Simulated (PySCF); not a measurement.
Consider ethanamine, `CCN` (C2H7N). Non-hydrogen atoms are numbered in `[CH3:1][CH2:2][NH2:3]`.

These are calculated values, ωB97X-D3(BJ)/ma-def2-TZVP in PySCF (grid level 2) at geometries from PBE0-D3(BJ)/def2-SVP. The prefix ma- adds one diffuse s and one diffuse p function on all atoms but H. Zero-point and thermal terms (298.15 K, 1 bar) come from unscaled PBE0-D3(BJ)/def2-SVP harmonic frequencies, with soft modes damped to free rotors in the entropy.

Problem. What are the vertical and the adiabatic ionisation energy for forming the radical cation?

Solution. 9.60 eV vertical and 8.78 eV adiabatic, the latter with zero-point energy.

Problem. Where does the unpaired spin of the relaxed radical cation sit?

Solution. N3 (amine nitrogen) 0.86, H (on C2) 0.09, H (on C2) 0.08 (intrinsic atomic orbital populations).

Problem. What oxidation potential follows in dichloromethane (IEF-PCM), given that Fc+/Fc comes at 4.70 V absolute with this functional and basis?

Solution. In the gas phase ΔG of oxidation is 8.748 eV, and solvation is -14.8 kJ/mol for the parent and -257.8 kJ/mol for the product, so the absolute potential is 6.23 V, or 1.53 V against Fc+/Fc. Fc+/Fc in dichloromethane, 4.70 V, is ωB97X-D3(BJ)/ma-def2-TZVP on PBE0-D3(BJ)/def2-SVP structures with GFN2-xTB thermal terms. Benchmark calculations put it near 5.0 V in acetonitrile and DMSO, so it is about 0.3 V low, and the value against it can read up to that much too high. The solvent is electrostatics only, on gas-phase structures; the absolute scale refers to an electron at rest in vacuum.

Problem. How far is −ε(HOMO) from the vertical value by ΔSCF?

Solution. −ε(HOMO) = 9.46 eV, which is 0.14 eV below the ΔSCF value.
